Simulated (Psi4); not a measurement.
# CH5Al (SMILES [CH3][AlH2]) at BHLYP/def2-TZVP

What is the energy change on altering one bond length of CH5Al at BHLYP/def2-TZVP? 

The results are computed with Psi4 1.11.

## Step 1: The molecule

The species is CH5Al (7 atoms), meant as a singlet with charge 0. SMILES: `[CH3][AlH2]`. The coordinates come from a PBE0-D4/def2-TZVP relaxation.

Bond lengths: C1–Al2 1.950 Å, C1–H3 1.093 Å, C1–H4 1.097 Å, C1–H5 1.093 Å, Al2–H6 1.590 Å, Al2–H7 1.590 Å. Angles: C1–Al2–H6 120.6°, C1–Al2–H7 120.6°, Al2–C1–H3 112.6°, Al2–C1–H4 109.5°, Al2–C1–H5 112.5°, H6–Al2–H7 118.8°, H3–C1–H4 106.7°, H3–C1–H5 108.6°, H4–C1–H5 106.6°.

## Step 2: Energy and gradient at BHLYP/def2-TZVP

Input file ch5al.xyz:

```xyz
7
CH5Al
C     -0.448500    -0.695600    -0.355500
Al     0.562900     0.778300     0.424700
H     -1.063100    -1.219600     0.380800
H     -1.134400    -0.306400    -1.118200
H      0.193400    -1.425500    -0.855600
H      0.016000     1.549300     1.703400
H      1.934800     1.251600    -0.225400
```

Input file run.py:

```python
import psi4

psi4.set_memory('1600 MB')
psi4.set_num_threads(1)
psi4.set_output_file('run.log', False)

with open('ch5al.xyz') as f:
    atoms = ''.join(f.readlines()[2:])
molecule = psi4.geometry('0 1\n' + atoms + 'symmetry c1\nno_reorient\nno_com')

psi4.set_options({
    'basis': 'def2-TZVP',
    'puream': True,
    'e_convergence': 1e-09,
    'd_convergence': 1e-08,
    'scf_type': 'pk',
    'dft_radial_points': 99,
    'dft_spherical_points': 590,
})

result, w = psi4.gradient("bhhlyp", molecule=molecule, return_wfn=True)
psi4.oeprop(w, "DIPOLE", "MULLIKEN_CHARGES", "LOWDIN_CHARGES")
print('gradient / Eh bohr^-1')
print(result.np.round(6))
print(f'energy = {w.energy():.10f} Eh')
for k, v in sorted(psi4.core.scalar_variables().items()):
    print(f'{k:45s} {v:18.10f}')
```

On the command line:

```sh
$ python run.py
```

run.log:

```text
[...]
  Running in c1 symmetry.
[...]
  Nuclear repulsion =   50.618451726653156
[...]
  Multiplicity = 1
[...]
  Nalpha       = 12
  Nbeta        = 12
[...]
    Number of basis functions: 98
[...]
   @RKS iter   1:  -283.32079929778212   -5.21353e-01   6.61348e-03 ADIIS/DIIS
[...]
   @RKS iter   9:  -283.52088159432145   -3.81988e-11   7.53682e-09 DIIS
[...]
  @RKS Final Energy:  -283.52088159432145
   => Energetics <=
    Nuclear Repulsion Energy =             50.6184517266531557
    One-Electron Energy =                -491.8872414981216252
    Two-Electron Energy =                 171.1272658066718009
    DFT Exchange-Correlation Energy =     -13.3793576295247991
    Empirical Dispersion Energy =           0.0000000000000000
    VV10 Nonlocal Energy =                  0.0000000000000000
    Total Energy =                       -283.5208815943214518
[...]
  -Total Gradient:
     Atom            X                  Y                   Z
    ------   -----------------  -----------------  -----------------
       1        0.002142732975     0.002620091020     0.001826386268
       2       -0.001221108058    -0.001899738178    -0.000917803136
       3       -0.002966644118    -0.002296173455     0.003494107385
       4       -0.003088030131     0.001817521530    -0.003444282991
       5        0.003116923552    -0.003324240391    -0.002479179215
       6       -0.001421221140     0.001915443349     0.003199570180
       7        0.003437396231     0.001166983946    -0.001678763301
[...]
 Multipole Moments:
 ------------------------------------------------------------------------------------
     Multipole            Electronic (a.u.)      Nuclear  (a.u.)        Total (a.u.)
 ------------------------------------------------------------------------------------
 L = 1.  Multiply by 2.5417464519 to convert [e a0] to [Debye]
 Dipole X            :         -8.7805730            8.6424735           -0.1380995
 Dipole Y            :        -11.1593470           10.9485063           -0.2108407
 Dipole Z            :         -6.2901042            6.1852626           -0.1048416
 Magnitude           :                                                    0.2729781
[...]
  Mulliken Charges: (a.u.)
   Center  Symbol    Alpha    Beta     Spin     Total
       1     C     3.29859  3.29859  0.00000 -0.59718
       2    AL     6.25644  6.25644  0.00000  0.48712
       3     H     0.43534  0.43534  0.00000  0.12932
       4     H     0.43856  0.43856  0.00000  0.12288
       5     H     0.43541  0.43541  0.00000  0.12919
       6     H     0.56779  0.56779  0.00000 -0.13559
       7     H     0.56787  0.56787  0.00000 -0.13574
   Total alpha = 12.00000, Total beta = 12.00000, Total charge =  0.00000
  Lowdin Charges: (a.u.)
[...]
```

On the terminal:

```text
gradient / Eh bohr^-1
[[ 0.002143  0.00262   0.001826]
 [-0.001221 -0.0019   -0.000918]
 [-0.002967 -0.002296  0.003494]
 [-0.003088  0.001818 -0.003444]
 [ 0.003117 -0.003324 -0.002479]
 [-0.001421  0.001915  0.0032  ]
 [ 0.003437  0.001167 -0.001679]]
energy = -283.5208815943 Eh
CURRENT ENERGY                                   -283.5208815943
CURRENT REFERENCE ENERGY                         -283.5208815943
DD SOLVATION ENERGY                                 0.0000000000
DFT FUNCTIONAL TOTAL ENERGY                      -283.5208815943
DFT TOTAL ENERGY                                 -283.5208815943
DFT VV10 ENERGY                                     0.0000000000
DFT XC ENERGY                                     -13.3793576295
GRID ELECTRONS ALPHA                               12.0000001096
GRID ELECTRONS BETA                                12.0000001096
GRID ELECTRONS TOTAL                               24.0000002192
NUCLEAR REPULSION ENERGY                           50.6184517267
ONE-ELECTRON ENERGY                              -491.8872414981
PCM POLARIZATION ENERGY                             0.0000000000
PE ENERGY                                           0.0000000000
SCF ITERATION ENERGY                             -283.5208815943
SCF ITERATIONS                                      9.0000000000
SCF TOTAL ENERGY                                 -283.5208815943
TWO-ELECTRON ENERGY                               171.1272658067
XC GRID RADIAL POINTS                              99.0000000000
XC GRID SPHERICAL POINTS                          590.0000000000
XC GRID TOTAL POINTS                           390614.0000000000
```

It took 24 s on 1 thread of Intel Xeon Platinum 8488C (Sapphire Rapids), shared host; peak memory 0.73 GiB.

## Step 3: The distorted shape: a single-point energy at BHLYP/def2-TZVP

Input file run.py:

```python
import psi4

psi4.set_memory('1600 MB')
psi4.set_num_threads(1)
psi4.core.set_output_file('psi4.out', False)

mol = psi4.geometry("""
0 1
C     -0.654254    -0.766584    -0.258000
Al     0.357146     0.707316     0.522200
H     -1.268854    -1.290584     0.478300
H     -1.340154    -0.377384    -1.020700
H     -0.012354    -1.496484    -0.758100
H     -0.189754     1.478316     1.800900
H      1.934800     1.251600    -0.225400
symmetry c1
""")

options = {'basis': 'def2-TZVP', 'puream': True, 'e_convergence': 1e-09, 'd_convergence': 1e-08, 'scf_type': 'pk', 'dft_radial_points': 99, 'dft_spherical_points': 590}
psi4.set_options(options)

result, w = psi4.energy("BHHLYP", return_wfn=True)
print(f'BHHLYP energy: {result:.10f} Eh')
```

On the command line:

```sh
$ python run.py
```

psi4.out:

```text
[...]
  Running in c1 symmetry.
[...]
  Nuclear repulsion =   49.955153189916473
[...]
  Multiplicity = 1
[...]
  Nalpha       = 12
  Nbeta        = 12
[...]
    Number of basis functions: 98
[...]
   @RKS iter   1:  -283.30929557605475   -5.47794e-01   6.60030e-03 DIIS/ADIIS
[...]
   @RKS iter   9:  -283.50894437004263   -5.51950e-11   8.91744e-09 DIIS
[...]
    Orbital Energies [Eh]
    ---------------------
    Doubly Occupied:
       1A    -56.971249     2A    -10.556371     3A     -4.428398
       4A     -2.896050     5A     -2.889440     6A     -2.888923
       7A     -0.783570     8A     -0.465664     9A     -0.462504
      10A     -0.458464    11A     -0.348316    12A     -0.330365
[...]
  @RKS Final Energy:  -283.50894437004263
   => Energetics <=
    Nuclear Repulsion Energy =             49.9551531899164729
    One-Electron Energy =                -490.3937972975122079
    Two-Electron Energy =                 170.2856761476568863
    DFT Exchange-Correlation Energy =     -13.3559764101037892
    Empirical Dispersion Energy =           0.0000000000000000
    VV10 Nonlocal Energy =                  0.0000000000000000
    Total Energy =                       -283.5089443700426273
[...]
 Multipole Moments:
 ------------------------------------------------------------------------------------
     Multipole            Electronic (a.u.)      Nuclear  (a.u.)        Total (a.u.)
 ------------------------------------------------------------------------------------
 L = 1.  Multiply by 2.5417464519 to convert [e a0] to [Debye]
 Dipole X            :          0.9019109           -1.2297969           -0.3278860
 Dipole Y            :          1.5855942           -1.8702828           -0.2846886
 Dipole Z            :          1.1637344           -1.1891744           -0.0254400
 Magnitude           :                                                    0.4349759
[...]
```

On the terminal:

```text
BHHLYP energy: -283.5089443700 Eh
```

Run time: 16 s. Hardware: 1 thread of Intel Xeon Platinum 8488C (Sapphire Rapids), shared host; peak memory 0.72 GiB.

## Step 4: Results

At BHLYP/def2-TZVP:

```
                                                          quantity          value
                                         first shape: total energy  -283.52088 Eh
                                        first shape: dipole moment         0.69 D
                                          first shape: HOMO energy       -9.27 eV
                                          first shape: LUMO energy       -0.56 eV
                                        first shape: HOMO–LUMO gap        8.72 eV
                             first shape: largest force on an atom     0.267 eV/Å
                                     distorted shape: total energy  -283.50894 Eh
                                    distorted shape: dipole moment         1.11 D
                                      distorted shape: HOMO energy       -8.99 eV
                                      distorted shape: LUMO energy       -0.64 eV
                                    distorted shape: HOMO–LUMO gap        8.35 eV
energy change with the Al2–H7 bond stretched from 1.590 to 1.829 Å       0.325 eV
```

**Reading.** With the Al2–H7 bond stretched from 1.590 to 1.829 Å the energy rises by 0.32 eV (7.5 kcal/mol). The first shape isn't relaxed at this level, so the change isn't measured from a minimum. The largest force (first shape) is 0.27 eV/Å: the shape isn't a stationary point for this species at this level. Mulliken charges (first shape) run from -0.60 on C1 to +0.49 on Al2.
